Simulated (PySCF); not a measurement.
Bonds broken one at a time in the series Al Cl-SH. All species are isolated molecules in the gas phase. One relaxed conformer stands for each flexible species; it need not be the lowest. Strings in code marks are SMILES.

The dipole moment from two functionals at the same geometries (CAM-B3LYP-D3(BJ)/def2-TZVP), both in PySCF: PBE-D3(BJ)/def2-TZVP and TPSSh-D3(BJ)/def2-TZVP. 

```csv
species,PBE-D3(BJ)/def2-TZVP (D),TPSSh-D3(BJ)/def2-TZVP (D)
whole molecule (`[Cl][Al]([Cl])[Cl]`),0.00,0.00
radical fragment (`[Cl][Al][Cl]`),1.31,1.39
radical fragment (`[SH]`),0.87,0.88
```

Over these rows, drawn at random from the members with no instability flagged (it was tested for open shells, ions and some series alone), PBE minus TPSSh-D3(BJ): mean -0.03 D, from -0.08 D to 0.00 D.
